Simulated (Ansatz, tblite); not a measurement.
Forces on B(PH3)H3 (BPH₆) at its PBE0-D4/def2-TZVP geometry. Charge 0, multiplicity 1.

The xTB rows come from tblite.

GFN1-xTB (tblite), largest force 1.07 eV/Å:

```xyz
8
positions Å, forces eV/Å
B    -0.789    0.355   -0.672   -0.279    0.125   -0.234
P     0.588   -0.264    0.499    0.771   -0.348    0.656
H     0.633   -1.640    0.797    0.123    0.634   -0.028
H     0.631    0.263    1.805    0.123   -0.335   -0.540
H     1.927   -0.060    0.115   -0.536   -0.169    0.319
H    -1.810    0.045   -0.104    0.054    0.092   -0.169
H    -0.585   -0.246   -1.701   -0.128    0.134    0.071
H    -0.595    1.547   -0.739   -0.127   -0.134   -0.075
```

GFN2-xTB (tblite), largest force 0.52 eV/Å:

```
B 0.026 -0.012 0.025
P -0.063 0.028 -0.053
H 0.192 0.484 0.053
H 0.191 -0.317 -0.370
H -0.353 -0.180 0.341
H 0.264 0.130 -0.239
H -0.131 0.222 0.278
H -0.127 -0.355 -0.035
```

PBE-D4/def2-TZVP (Ansatz), largest force 0.39 eV/Å:

```
B 0.056 -0.025 0.049
P -0.281 0.126 -0.238
H 0.033 -0.224 0.067
H 0.032 0.069 0.224
H 0.232 0.021 -0.038
H -0.106 -0.029 0.054
H 0.017 -0.060 -0.106
H 0.017 0.121 -0.011
```
